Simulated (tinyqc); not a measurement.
Inside a calculation. Method: harmonic frequencies on the RHF/sto-6g surface (energies and gradients from PySCF), for H2F+, spin multiplicity 1. One step of it, computed by the program tinyqc.

Question. Normal modes. Diagonalise H_ij / sqrt(m_i m_j); the 6 smallest eigenvalues belong to translations and rotations; wavenumber = sqrt(eigenvalue / 1822.888) x 219474.63; each mode has its largest component positive (the first on a tie); zero-point energy = sum of wavenumbers / 2, with 349.755 1/cm per kcal/mol. A mass of 2.014 u marks deuterium.

Hessian (symmetrised) (hartree/bohr^2):
```
             1Fx          1Fy          1Fz          2Hx          2Hy          2Hz          3Hx          3Hy
1Fx   0.00418517  -0.00477422  -0.04462242  -0.00234482   0.02316075   0.02370707  -0.00184026  -0.01838652
1Fy  -0.00477422   0.85069815  -0.00246848   0.02900806  -0.42814993  -0.28440935  -0.02423383  -0.42254829
1Fz  -0.04462242  -0.00246848   0.47925075   0.02333779  -0.22162883  -0.23657210   0.02128466   0.22409731
2Hx  -0.00234482   0.02900806   0.02333779   0.00213819  -0.02618903  -0.02129614   0.00020659  -0.00281903
2Hy   0.02316075  -0.42814993  -0.22162883  -0.02618903   0.45010679   0.25275566   0.00302828  -0.02195684
2Hz   0.02370707  -0.28440935  -0.23657210  -0.02129614   0.25275566   0.21268602  -0.00241095   0.03165369
3Hx  -0.00184026  -0.02423383   0.02128466   0.00020659   0.00302828  -0.00241095   0.00163363   0.02120555
3Hy  -0.01838652  -0.42254829   0.22409731  -0.00281903  -0.02195684   0.03165369   0.02120555   0.44450515
3Hz   0.02091535   0.28687782  -0.24267884  -0.00204165  -0.03112686   0.02388617  -0.01887371  -0.25575097

             3Hz
1Fx   0.02091535
1Fy   0.28687782
1Fz  -0.24267884
2Hx  -0.00204165
2Hy  -0.03112686
2Hz   0.02388617
3Hx  -0.01887371
3Hy  -0.25575097
3Hz   0.21879277
```

masses (u): 1F 18.998403, 2H 1.007825, 3H 2.014102

Give: eigenvalues of the mass-weighted Hessian; harmonic wavenumbers of the vibrations; mass-weighted modes; zero-point energy.

Answer.

eigenvalues of the mass-weighted Hessian (hartree/(bohr^2 u)): [0.000, 0.000, 0.000, 0.000, 0.000, 0.000, 0.085, 0.335, 0.640]

harmonic wavenumbers of the vibrations (1/cm): [1501.4, 2973.5, 4113.1]

mass-weighted modes, order 1Fx, 1Fy, 1Fz, 2Hx, 2Hy, 2Hz, 3Hx, 3Hy, 3Hz:
$$\begin{pmatrix}
0.027 & -0.015 & 0.011 \\
-0.006 & -0.242 & -0.198 \\
-0.290 & 0.176 & -0.110 \\
-0.057 & 0.003 & -0.054 \\
-0.448 & -0.071 & 0.817 \\
0.637 & -0.024 & 0.525 \\
-0.043 & 0.044 & 0.003 \\
0.334 & 0.793 & 0.031 \\
0.439 & -0.523 & -0.033
\end{pmatrix}$$

zero-point energy = 12.277 kcal/mol
